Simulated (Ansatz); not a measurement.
# NSO (quartet): from Hartree-Fock to the top rungs, def2-QZVPP

The task here is to estimate one member of a computed series from the others.

Program: Ansatz 0.2.0, Gaussian basis. Level of theory: def2-QZVPP, core rule «outside noble gas», up to 7 orbitals frozen. These are calculated values, not measurements.

Plan: UHF; ROHF; CCSD(T) on UHF.

## The geometry

The geometry is a PBE0/def2-TZVP stationary point (not a proven minimum).

3 atoms, charge 0, spin multiplicity 4.

Atoms are counted from 1 here; the program's logs count them from 0.

Bond lengths: N1–O2 1.333 Å, O2–S3 1.672 Å. Angles: N1–O2–S3 110.0°.

Geometry (Å):

```xyz
3

N     0.00000   -0.40222    1.50303
O     0.00000    0.56327    0.58443
S     0.00000   -0.10536   -0.94817
```

Set-up of the first run:

in.yaml

```yaml
crystal:
  periodic: [false, false, false]
  atoms:
    - {symbol: N, position_ang: [0.000000, -0.402222, 1.503030]}
    - {symbol: O, position_ang: [0.000000, 0.563274, 0.584427]}
    - {symbol: S, position_ang: [0.000000, -0.105356, -0.948167]}
basis:
  gaussian: {orbitals: "def2-QZVPP.json"}
magnetization: {spin_polarized: true, initial_magnetization: 3}
hamiltonian: {xc: hf}
output: {orbitals: {seedname: orbitals}}
```

Command:

```sh
$ ansatz run in.yaml --threads 1 --pin off --events-out ev --progress --plain --max-ram 2393MiB
```

Steps of the session up to this table: UHF; ROHF; CCSD(T) on UHF.

One table of the session follows, with a row left open; its other results are not shown here.

```
  method  from UCCSD(T) (kJ/mol)
    ROHF                       ?
     UHF                 +1576.7
    UMP2                  +142.1
   UCCSD                   +71.6
UCCSD(T)                       0
```

Estimate the missing values for ROHF.

**Answer.** from UCCSD(T) (kJ/mol): +1621.5. In the column «from UCCSD(T) (kJ/mol)» it is the highest.
